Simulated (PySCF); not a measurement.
How well do the runs reproduce experiment for BH6N?

**The experiment to reproduce.**

From Beach, A photoelectron spectroscopic study of bonding in inorganic and organometallic compounds, PhD thesis, LBL 1985, for the gas: B 1s binding energy of B1 193.73 eV; N 1s binding energy of N2 408.41 eV.

The results are set against them at the end.

Compound: BH6N.
SMILES with atom numbers: `[BH3-:1][NH3+:2]` (hydrogens: H3, H4, H5 on B1; H6, H7, H8 on N2)

Geometry (PBE0-D3(BJ)/def2-SVP, Å), atoms numbered from 1 in this order:
```xyz
8
BH6N angstrom
B     -0.8059    0.1056   -0.0392
N      0.8125   -0.1176    0.0050
H     -1.2191   -0.6697   -0.8925
H     -0.9644    1.2822   -0.3391
H     -1.2028   -0.1628    1.0883
H      1.0468   -1.0794    0.2531
H      1.2515    0.4950    0.6931
H      1.2377    0.0799   -0.9015
```

The PySCF runs (gas phase, on this PBE0-D3(BJ)/def2-SVP geometry; non-relativistic but for the core-level run):

```
                                                                          level                            job  basis functions  wall time
delta-SCF UKS SCAN, pcX-2 on the ionised atom, pcseg-1 elsewhere, spin-free X2C  ΔSCF core ionisation, 2 holes               89      3.2 s
```

Hardware: one thread of an Arm Neoverse V2, shared host.

## Comparison

**Core binding energies.** Delta-SCF UKS SCAN, pcX-2 on the ionised atom, pcseg-1 elsewhere, spin-free X2C (PySCF).

```csv
level and atom,computed (eV),measured (eV),computed − measured (eV)
"B 1s, B1",193.92,193.73,+0.19
"N 1s, N2",408.24,408.41,-0.17
```

Sources, in the order of the opening: Beach, A photoelectron spectroscopic study of bonding in inorganic and organometallic compounds, PhD thesis, LBL 1985. Against the first value of each row the mean signed difference is +0.01 eV and the largest in size +0.19 eV. The computed values are vertical, without vibrational structure; measured positions hang on the energy calibration. 

The geometry is computed, not the measured one. Where a level misses, the cause wasn't examined.
